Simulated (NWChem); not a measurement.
Lowest excitation of formic acid (CH2O2)

```xyz
5

O      0.7441     0.8276     0.0000
C      0.1773    -0.3776     0.0000
O     -1.0006    -0.5842     0.0000
H      0.0245     1.4806     0.0000
H      0.9640    -1.1615     0.0000
```
Charge 0, spin multiplicity 1.

The numbers come from NWChem runs, not from measurements. All single points use one geometry, from PBE0/def2-SVP, a minimum by its harmonic frequencies. It is one conformer; others weren't searched.

Basis set: def2-SVPD.

One of these methods gave a lowest vertical singlet excitation energy of 5.92 eV. Which?
A. TDA-PBE0
B. CIS
C. TD-PBE

A, TDA-PBE0. The others give 5.71 (TD-PBE), 6.75 (CIS).
